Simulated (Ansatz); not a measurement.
## HOC⁺, triplet in cc-pVDZ: errors against UCCSDTQ

Geometry: that of the HOC, doublet, kept fixed. The singlet lies 3.7 eV lower here.

```xyz
3

O     0.0000   -0.1013    0.5002
C     0.0000    0.0736   -0.7526
H     0.0000    0.7302    1.0271
```

Basis cc-pVDZ; Ansatz 0.2.0. Only valence electrons are correlated (noble-gas cores frozen), which leaves 10 electrons in 31 orbitals. Prefix R: restricted or restricted open-shell reference; prefix U: unrestricted. Active spaces: valence = (10e, 9o) chosen from the atoms' valence shells.

Full CI isn't at hand for all of this; UCCSDTQ serves as the reference, and is uncertain by the last step of the cluster series or more. The frozen core follows each run's orbitals, which can shift R against U totals by a few meV.

For open shells CISD is restricted-active-space CI with the open shells as a complete middle space.

```
UHF ⟨S²⟩                          : 2.060
T1 diagnostic (RCCSD)             : 0.0374
largest doubles amplitude (RCCSD) : 0.088
T1 diagnostic (UCCSD)             : 0.0297
```

| level | E − E(RHF) (eV) |
| --- | --- |
| UHF | -0.1498 |
| RMP2 | -6.7924 |
| UMP2 | -6.8253 |
| RCCSD | -7.2257 |
| UCCSD | -7.2303 |
| RCCSD(T) | -7.4674 |
| UCCSD(T) | -7.4620 |

(1) Estimate how far UCCSDTQ in cc-pVDZ lies from RCCSD(T). The table doesn't fix it; the size of (T) and the diagnostics are the guide.

(1) UCCSDTQ in cc-pVDZ lies 4.3 kJ/mol below RCCSD(T), which is 19 % of the (T) step (-23.3 kJ/mol). T1 is raised, but (T) still catches most of what CCSD lacks. The miss exceeds 1 kcal/mol.

The other levels:

```
                   level  E − E(UCCSDTQ) (kJ/mol)  share of correlation (%)    wall time
                    CISD                     66.5                     90.82       0.76 s
                 BCCD(T)                      4.9                     99.32        1.5 s
                  RCCSDT                      1.8                     99.75            –
                  UCCSDT                      1.8                     99.75            –
               RCCSDT(Q)                      0.1                     99.99         12 s
               UCCSDT(Q)                     -0.6                    100.08         12 s
                 RCCSDTQ                      0.0                    100.00  97 s (H100)
  CASSCF (valence space)                    415.4                     42.69            –
  NEVPT2 (valence space)                     75.9                     89.52        1.9 s
  MRCISD (valence space)                     19.1                     97.36            –
MRCISD+Q (valence space)                      2.7                     99.63        3.5 s
```

The correlation energy at UCCSDTQ, counted from RHF, is -7.512 eV. That run took 47 s on 2 threads of AMD EPYC 7R13 with a shared H100 80 GB, shared host.

Times hold each run's SCF and search for its determinant on a shared host, so for small cases they say little of a method's own cost; rows without a card ran on 1 thread of AMD EPYC 7R13.

Natural occupations of CASSCF (valence space) about the gap: 1.977 1.972 1.941 1.006 1.001 0.061 0.025 0.022; effectively unpaired electrons, Σ n²(2−n)², 2.04.
